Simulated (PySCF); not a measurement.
Molecule: `C=CC`, C3H6.

Structure with atom numbers: `[CH2:1]=[CH:2][CH3:3]` (H(Xn): hydrogen on atom n). Ha(C1) is cis to C3; Hb(C1) is trans to C3.

Spin–spin couplings on one PBE0-D3(BJ)/def2-SVP geometry, PySCF 2.14, gas phase, non-relativistic, equivalent pairs averaged; isotopes ¹H; functional B3LYP.

Reference values (Hz): ³J(H(C2),Hb(C1)) = 10.0 (measured; solution (compiled); Pretsch, Buehlmann, Badertscher, Structure Determination of Organic Compounds, 4th ed., Springer 2009); ³J(H(C2),Ha(C1)) = 16.8 (measured; solution (compiled); Pretsch, Buehlmann, Badertscher, Structure Determination of Organic Compounds, 4th ed., Springer 2009); ²J(Ha(C1),Hb(C1)) = 2.1 (measured; solution (compiled); Pretsch, Buehlmann, Badertscher, Structure Determination of Organic Compounds, 4th ed., Springer 2009).

How do the couplings (Hz) change with the basis set? Times are CPU seconds on shared hosts with different chips, so compare them loosely. Far from the basis limit: 6-31G*, pcJ-0, 6-31G-J, def2-TZVP, cc-pVTZ.

## Answers


```tsv
basis set	functions	³J(H(C2),Hb(C1))	³J(H(C2),Ha(C1))	²J(Ha(C1),Hb(C1))	mean abs. error	core-s
6-31G*	54	9.9	15.5	0.2	1.1	4
pcJ-0	57	10.3	17.0	1.6	0.3	4.2
6-31G-J	60	12.1	18.2	0.1	1.8	4.4
def2-TZVP	129	8.8	15.2	3.4	1.4	11
pcJ-1	141	11.2	18.1	2.6	1.0	8.6
cc-pVTZ	174	8.9	14.8	3.2	1.4	16
aug-cc-pVTZ-J	258	11.8	18.7	3.6	1.7	28
pcJ-2	297	11.7	18.7	3.6	1.7	37
```

Errors compare magnitudes, without vibrational corrections, and the largest couplings weigh most in the mean. Closest: pcJ-0; furthest: 6-31G-J.

The Fermi-contact term samples the wavefunction at the nucleus, which is why sets with added tight s functions (names with J) are made for couplings. Agreement of an ordinary basis with the reference is then largely a cancellation of errors.
